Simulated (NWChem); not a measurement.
All runs are NWChem calculations. System: Si (+1), charge 1, spin multiplicity 2. Its SCF solution wasn't tested for a lower state. Level: UCCSD(T)/cc-pVQZ, 5 core orbitals frozen.

Job file:

```
start mol
memory heap 100 mb stack 700 mb global 1900 mb
charge 1
geometry units angstroms nocenter noautoz
  Si     0.000000     0.000000     0.000000
  symmetry group D2h
end
basis spherical
  * library cc-pvqz
end
scf
  uhf
  nopen 1
  maxiter 100
  thresh 1e-7
  semidirect memsize 60000000 filesize 0
  # guess.movecs holds the orbitals of an unrestricted PBE0 run
  vectors input guess.movecs output mol.movecs
end
tce
  freeze core 5
  ccsd(t)
  thresh 1e-6
  maxiter 100
  tilesize 24
end
task tce energy
```

Part of the output:

```
             Northwest Computational Chemistry Package (NWChem) 7.3.0
             --------------------------------------------------------

                                NWChem Input Module
                                -------------------

 Scaling coordinates for geometry "geometry" by  1.889725989
 (inverse scale =  0.529177249)

                             Geometry "geometry" -> ""
                             -------------------------

 Output coordinates in angstroms (scale by  1.889725989 to convert to a.u.)

  No.       Tag          Charge          X              Y              Z
 ---- ---------------- ---------- -------------- -------------- --------------
    1 Si                  14.0000     0.00000000     0.00000000     0.00000000

 Effective nuclear repulsion energy (a.u.)       0.0000000000

            Nuclear Dipole moment (a.u.)
            ----------------------------
        X                 Y               Z
 ---------------- ---------------- ----------------
     0.0000000000     0.0000000000     0.0000000000

      Symmetry information
      --------------------

 Group name             D2h
 Group number             26
 Group order               8
 No. of unique centers     1

      Symmetry unique atoms

     1


 Summary of "ao basis" -> "" (spherical)
 ------------------------------------------------------------------------------
       Tag                 Description            Shells   Functions and Types
 ---------------- ------------------------------  ------  ---------------------
 *                          cc-pvqz                   on all atoms

 Summary of "ao basis" -> "ao basis" (spherical)
 ------------------------------------------------------------------------------
       Tag                 Description            Shells   Functions and Types
 ---------------- ------------------------------  ------  ---------------------
 Si                         cc-pvqz                 17       59   6s5p3d2f1g

                                 NWChem SCF Module
                                 -----------------

  ao basis        = "ao basis"
  functions       =    59
  atoms           =     1
  alpha electrons =     7
  beta  electrons =     6
  charge          =   1.00
  wavefunction    = UHF
  use symmetry    = T
  symmetry adapt  = T

 Summary of "ao basis" -> "ao basis" (spherical)
 ------------------------------------------------------------------------------
       Tag                 Description            Shells   Functions and Types
 ---------------- ------------------------------  ------  ---------------------
 Si                         cc-pvqz                 17       59   6s5p3d2f1g

      Symmetry analysis of basis
      --------------------------

        ag         15
        au          2
        b1g         5
        b1u         9
        b2g         5
        b2u         9
        b3g         5
        b3u         9

 Forming initial guess at       0.0s

   Symmetry analysis of molecular orbitals - initial alpha
   -------------------------------------------------------

  Numbering of irreducible representations:

     1 ag          2 au          3 b1g         4 b1u         5 b2g
     6 b2u         7 b3g         8 b3u

  Orbital symmetries:

     1 ag          2 ag          3 b2u         4 b1u         5 b3u
     6 ag          7 b3u         8 b1u         9 b2u        10 ag
    11 b2g        12 b1g        13 ag         14 ag         15 b3g
    16 b3u        17 b2u

   Symmetry analysis of molecular orbitals - initial beta
   ------------------------------------------------------

  Numbering of irreducible representations:

     1 ag          2 au          3 b1g         4 b1u         5 b2g
     6 b2u         7 b3g         8 b3u

  Orbital symmetries:

     1 ag          2 ag          3 b2u         4 b1u         5 b3u
     6 ag          7 b2u         8 b1u         9 b3u        10 ag
    11 ag         12 b3g        13 b2u        14 b1u        15 b1g
    16 b2g        17 ag

 Starting SCF solution at       0.1s

 ----------------------------------------------
         Quadratically convergent UHF

 Convergence threshold     :          1.000E-07
 Maximum no. of iterations :          100
 Integral*density screening:          1.000E-09
 ----------------------------------------------

              iter       energy          gnorm     gmax       time
             ----- ------------------- --------- --------- --------
                 1     -288.5741002797  3.68D-01  1.83D-01      0.5
                 2     -288.5775627013  2.67D-02  1.53D-02      0.5
                 3     -288.5777526129  2.44D-04  1.06D-04      0.6
                 4     -288.5777526265  4.52D-08  1.85D-08      0.6

       Final UHF  results
       ------------------

         Total SCF energy =   -288.577752626454
      One electron energy =   -395.851521518112
      Two electron energy =    107.273768891658
 Nuclear repulsion energy =      0.000000000000

                       Sz =      0.5000
                 Sz(Sz+1) =      0.7500
                      S^2 =      0.7662

        Time for solution =      0.5s

       Symmetry analysis of molecular orbitals - alpha
       -----------------------------------------------

  Numbering of irreducible representations:

     1 ag          2 au          3 b1g         4 b1u         5 b2g
     6 b2u         7 b3g         8 b3u

  Orbital symmetries:

     1 ag          2 ag          3 b3u         4 b1u         5 b2u
     6 ag          7 b3u         8 b2u         9 b1u        10 ag
    11 b3u        12 b2u        13 b1u        14 ag         15 b1g
[...]
    14      0.267680  1 Si py                11      0.192635  1 Si py

 Vector    9  Occ=0.000000D+00  E=-2.626309D-01  Symmetry=b1u
              MO Center= -7.7D-32, -3.2D-32,  3.0D-29, r^2= 2.7D+00
   Bfn.  Coefficient  Atom+Function         Bfn.  Coefficient  Atom+Function
  ----- ------------  ---------------      ----- ------------  ---------------
    18      0.524929  1 Si pz                21      0.350981  1 Si pz
    15      0.267680  1 Si pz                12      0.192635  1 Si pz

 Vector   10  Occ=0.000000D+00  E=-2.548779D-02  Symmetry=ag
              MO Center=  1.9D-16,  7.3D-19,  1.2D-14, r^2= 5.8D+00
   Bfn.  Coefficient  Atom+Function         Bfn.  Coefficient  Atom+Function
  ----- ------------  ---------------      ----- ------------  ---------------
     5      2.496203  1 Si s                  6     -2.296657  1 Si s
     4     -0.441177  1 Si s                  2     -0.181054  1 Si s

                     UHF Final Beta Molecular Orbital Analysis
                     -----------------------------------------

 Vector    4  Occ=1.000000D+00  E=-4.608176D+00  Symmetry=b2u
              MO Center=  1.1D-18, -9.6D-18,  5.9D-18, r^2= 1.0D-01
   Bfn.  Coefficient  Atom+Function         Bfn.  Coefficient  Atom+Function
  ----- ------------  ---------------      ----- ------------  ---------------
     8      1.004767  1 Si py

 Vector    5  Occ=1.000000D+00  E=-4.591494D+00  Symmetry=b3u
              MO Center=  8.3D-33, -1.1D-31,  5.2D-33, r^2= 1.0D-01
   Bfn.  Coefficient  Atom+Function         Bfn.  Coefficient  Atom+Function
  ----- ------------  ---------------      ----- ------------  ---------------
     7      0.987684  1 Si px

 Vector    6  Occ=1.000000D+00  E=-7.963181D-01  Symmetry=ag
              MO Center= -3.2D-17,  4.8D-17, -4.5D-17, r^2= 1.4D+00
   Bfn.  Coefficient  Atom+Function         Bfn.  Coefficient  Atom+Function
  ----- ------------  ---------------      ----- ------------  ---------------
     5      0.702150  1 Si s                  3      0.532815  1 Si s
     4      0.319804  1 Si s                  6      0.174600  1 Si s

 Vector    7  Occ=0.000000D+00  E=-2.517508D-01  Symmetry=b1u
              MO Center=  1.9D-30, -1.8D-30,  1.6D-17, r^2= 2.8D+00
   Bfn.  Coefficient  Atom+Function         Bfn.  Coefficient  Atom+Function
  ----- ------------  ---------------      ----- ------------  ---------------
    18      0.507772  1 Si pz                21      0.372191  1 Si pz
    15      0.265270  1 Si pz                12      0.200074  1 Si pz

 Vector    8  Occ=0.000000D+00  E=-2.517508D-01  Symmetry=b2u
              MO Center=  2.6D-15, -8.6D-16, -1.4D-16, r^2= 2.8D+00
   Bfn.  Coefficient  Atom+Function         Bfn.  Coefficient  Atom+Function
  ----- ------------  ---------------      ----- ------------  ---------------
    17      0.507772  1 Si py                20      0.372191  1 Si py
    14      0.265270  1 Si py                11      0.200074  1 Si py

 Vector    9  Occ=0.000000D+00  E=-2.004199D-01  Symmetry=b3u
              MO Center=  7.2D-18, -2.4D-33,  3.8D-33, r^2= 3.2D+00
   Bfn.  Coefficient  Atom+Function         Bfn.  Coefficient  Atom+Function
  ----- ------------  ---------------      ----- ------------  ---------------
    19      0.480016  1 Si px                16      0.422313  1 Si px
    13      0.249499  1 Si px                10      0.203156  1 Si px

 center of mass
 --------------
 x =   0.00000000 y =   0.00000000 z =   0.00000000

 moments of inertia (a.u.)
 ------------------
           0.000000000000           0.000000000000           0.000000000000
           0.000000000000           0.000000000000           0.000000000000
           0.000000000000           0.000000000000           0.000000000000

  Mulliken analysis of the total density
  --------------------------------------

    Atom       Charge   Shell Charges
 -----------   ------   -------------------------------------------------------
    1 Si  14    13.00   2.00  1.98 -0.04  0.48  1.30  0.28  5.94  0.02  0.35  0.59  0.09  0.00  0.00  0.00  0.00  0.00  0.00

  Mulliken analysis of the alpha density
  --------------------------------------

    Atom       Charge   Shell Charges
 -----------   ------   -------------------------------------------------------
    1 Si  14     7.00   1.00  0.99 -0.02  0.23  0.67  0.13  2.95  0.04  0.32  0.59  0.09  0.00  0.00  0.00  0.00  0.00  0.00

   Mulliken analysis of the beta density
   -------------------------------------

    Atom       Charge   Shell Charges
 -----------   ------   -------------------------------------------------------
    1 Si  14     6.00   1.00  0.99 -0.02  0.24  0.63  0.15  3.00 -0.02  0.02 -0.00  0.00  0.00  0.00  0.00 -0.00  0.00  0.00

   Mulliken analysis of the spin density
   -------------------------------------

    Atom       Charge   Shell Charges
 -----------   ------   -------------------------------------------------------
    1 Si  14     1.00   0.00  0.01 -0.01 -0.01  0.03 -0.02 -0.05  0.06  0.30  0.60  0.09  0.00  0.00  0.00  0.00  0.00 -0.00

       Multipole analysis of the density wrt the origin
       ------------------------------------------------

     L   x y z        total         alpha         beta         nuclear
     -   - - -        -----         -----         ----         -------
     0   0 0 0      1.000000     -7.000000     -6.000000     14.000000

     1   1 0 0      0.000000      0.000000      0.000000      0.000000
     1   0 1 0      0.000000      0.000000     -0.000000      0.000000
     1   0 0 1      0.000000      0.000000      0.000000      0.000000

     2   2 0 0     -8.643301     -6.654673     -1.988627      0.000000
     2   1 1 0     -0.000000     -0.000000      0.000000      0.000000
     2   1 0 1      0.000000      0.000000      0.000000      0.000000
     2   0 2 0     -5.717719     -3.440558     -2.277161      0.000000
     2   0 1 1      0.000000      0.000000      0.000000      0.000000
     2   0 0 2     -5.717719     -3.440558     -2.277161      0.000000

                   NWChem Extensible Many-Electron Theory Module
                   ---------------------------------------------


            General Information
            -------------------
      Number of processors :     1
         Wavefunction type : Unrestricted Hartree-Fock
          No. of electrons :    13
           Alpha electrons :     7
            Beta electrons :     6
           No. of orbitals :   118
            Alpha orbitals :    59
             Beta orbitals :    59
        Alpha frozen cores :     5
         Beta frozen cores :     5
     Alpha frozen virtuals :     0
      Beta frozen virtuals :     0
         Spin multiplicity : doublet
    Number of AO functions :    59
       Number of AO shells :    17
        Use of symmetry is : on
      Symmetry adaption is : on
         Schwarz screening : 0.10D-09

          Correlation Information
          -----------------------
          Calculation type : Coupled-cluster singles & doubles w/ perturbation
   Perturbative correction : (T)
            Max iterations :      100
        Residual threshold : 0.10D-05
     T(0) DIIS level shift : 0.00D+00
     L(0) DIIS level shift : 0.00D+00
     T(1) DIIS level shift : 0.00D+00
     L(1) DIIS level shift : 0.00D+00
     T(R) DIIS level shift : 0.00D+00
     T(I) DIIS level shift : 0.00D+00
   CC-T/L Amplitude update :  5-th order DIIS
                I/O scheme : Global Array Library
        L-threshold :  0.10D-05
        EOM-threshold :  0.10D-05
 no EOMCCSD initial starts read in
 TCE RESTART OPTIONS
 SLICE:      F
 D4D5:       F
 quantumc:   F
 qrotation:  F
 pwtce:      F
 qducc:      F
 nacto:                         0
 nrotv:                         0
 nrot:                          0

            Memory Information
            ------------------
          Available GA space size is     249029838 doubles
          Available MA space size is     104853732 doubles

 Maximum block size supplied by input
 Maximum block size        24 doubles

 tile_dim =     12

 -------------------------------------------------

 Global array virtual files algorithm will be used

 Parallel file system coherency ......... OK


 half-transformed integrals in memory

 2-e (intermediate) file size =        21724921
 2-e (intermediate) file name = ./mol.v2i

 2-e integrals stored in memory



CCSD iterations
 ---------------------------------------------------------
 Iter          Residuum       Correlation     Cpu    Wall
 ---------------------------------------------------------
    1   0.0783996398107  -0.0438144671180     0.0     0.0
    2   0.0331278785384  -0.0536371440809     0.0     0.0
    3   0.0156810613229  -0.0570775950418     0.0     0.0
    4   0.0079118893535  -0.0585307624556     0.0     0.0
    5   0.0041235994154  -0.0591906845445     0.0     0.0
    6   0.0001761758620  -0.0598263321856     0.0     0.0
    7   0.0000626568329  -0.0598255489409     0.0     0.0
    8   0.0000303435192  -0.0598251978459     0.0     0.0
    9   0.0000158130087  -0.0598251340427     0.0     0.0
   10   0.0000085347874  -0.0598251504547     0.0     0.0
   11   0.0000005419003  -0.0598252429153     0.0     0.0
 -----------------------------------------------------------------
 Iterations converged
 CCSD correlation energy / hartree =        -0.059825242915287
 CCSD total energy / hartree       =      -288.637577869369125

 Singles contributions

 Doubles contributions
     9b1u (alpha)     7b1u (beta ) ---     6ag  (alpha)     6ag  (beta )       -0.1046132079
     8b2u (alpha)     8b2u (beta ) ---     6ag  (alpha)     6ag  (beta )       -0.1046132079
 CCSD(T)
 Using plain CCSD(T) code
             total no. of tasks          255
 total no. of tasks / no. procs          255
                         wl_min           28           1.7
                         wl_max         1728           3.5
        thresh for no. of tasks          255

 CCSD[T]  correction energy / hartree =        -0.001226165901263
 CCSD[T] correlation energy / hartree =        -0.061051408816549
 CCSD[T] total energy / hartree       =      -288.638804035270368
 CCSD(T)  correction energy / hartree =        -0.001185552409200
 CCSD(T) correlation energy / hartree =        -0.061010795324487
 CCSD(T) total energy / hartree       =      -288.638763421778322

 Task  times  cpu:        5.5s     wall:        5.5s

 Total times  cpu:        5.5s     wall:        5.5s
```
